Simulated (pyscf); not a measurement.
# Four-centre exchange: F–SiH₂–O–SiH₃ + hydrogen (H₂) → F–SiH₃ + silanol (HO–SiH₃)

Gas phase, singlet surface, charge 0. Bonds broken: Si2–O3, H10–H11. Bonds formed: Si2–H10, O3–H11. Optimised with ωB97X-D3(BJ)/def2-SVP in PySCF.

Transition state (Å):

```xyz
11

F      0.9027     0.7237     0.5282
Si    -0.4526     0.5681     1.4969
O     -1.4310     0.3021    -0.0236
Si    -0.9676     0.3059    -1.6730
H     -0.0619    -0.6193     2.2938
H     -0.4734     1.9138     2.1187
H     -0.0051    -0.7979    -1.8938
H     -2.2229     0.0750    -2.4328
H     -0.3888     1.6297    -1.9984
H     -2.1117     0.3312     1.9391
H     -2.2025     0.2378     0.7710
```

One imaginary mode, 1301i cm⁻¹; descent along it reached the two sides named.

```
bond     change  reactant side (Å)  saddle  product side
-------  ------  -----------------  ------  ------------
Si2–O3   breaks              1.644   1.828           2.8
H10–H11  breaks              0.760   1.175           2.9
Si2–H10   forms                3.5   1.733         1.484
O3–H11    forms                2.6   1.109         0.962
```

Electronic energies relative to the separated reactants (kcal/mol):

| level | barrier | reaction energy | reverse barrier |
|---|---|---|---|
| ωB97X-D3(BJ)/def2-TZVP | 53.7 | +27.7 | 26.0 |
| PBE/def2-TZVP | 47.6 | +23.7 | 23.9 |
| r²SCAN/def2-TZVP | 51.2 | +27.4 | 23.9 |
| B3LYP-D3(BJ)/def2-TZVP | 53.9 | +27.1 | 26.8 |
| PBE0-D3(BJ)/def2-TZVP | 49.5 | +25.1 | 24.4 |
| M06-2X/def2-TZVP | 55.2 | +29.4 | 25.8 |
| ωB97M-D3(BJ)/def2-TZVP | 52.9 | +26.2 | 26.7 |
| HF/def2-TZVP | 70.3 | +25.6 | 44.7 |

With ωB97M-D3(BJ)/def2-TZVP energies and thermal terms (ideal gas, 1 atm, RRHO with modes under 100 cm⁻¹ raised to 100, one conformer, R ln 2 for chiral ones without a mode under 150 cm⁻¹), in kcal/mol:

```csv
T (K),ΔH‡,ΔG‡,ΔH,ΔG
298,53.5,62.6,+28.5,+26.2
600,52.7,72.1,+27.3,+24.4
900,52.5,81.9,+26.5,+23.1
1200,52.7,91.7,+25.9,+22.1
```

One saddle was located; it need not be the lowest between these sides.
